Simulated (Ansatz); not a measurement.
Ansatz (an electronic-structure program) input (r2SCANh/def2-TZVPD):

Ansatz 0.2 input:
```yaml
crystal:
  periodic: [false, false, false]
  atoms:
    - {symbol: Cl, position_ang: [-0.00000000, -0.00000000, -0.07122178]}
    - {symbol: H, position_ang: [0.00000000, 0.00000000, 1.21077034]}
basis:
  gaussian:
    orbitals: def2-TZVPD
hamiltonian:
  xc: {name: r2SCANh}
output: {forces: true}
```

End of the output:

```
integrals: 0.01 GiB planned
331 factors; their error is unknown
mean field: 0.11 GiB planned
mean field evaluation 1: about -12538.3631 eV, gradient 9.7e0 eV
mean field evaluation 2: about -12538.4320 eV, gradient 9.1e0 eV
mean field evaluation 4: about -12538.5821 eV, gradient 2.9e-1 eV
mean field evaluation 8: about -12538.5900 eV, gradient 4.8e-4 eV
mean field -12538.58998786 eV, -460.7846830924 hartree, gradient 1.7e-5 eV, S^2 0.000000; 0 other end points of the search recorded, 0 dependent functions left out
the calculation of the forces begins
reference -12538.59000121 eV, -460.7846835831 hartree; 9, 9 occupied and 46, 46 virtual orbitals, 331 factors
Total energy: -12538.59000121 eV, -460.7846835831 hartree
Atom 0 at    -0.000000    -0.000000    -0.071222 Å, force     0.000000    -0.000000     0.132884 eV/Å
Atom 1 at     0.000000     0.000000     1.210770 Å, force    -0.000000     0.000000    -0.132884 eV/Å
Dipole moment:    -0.000000     0.000000     0.237021 e Å
```
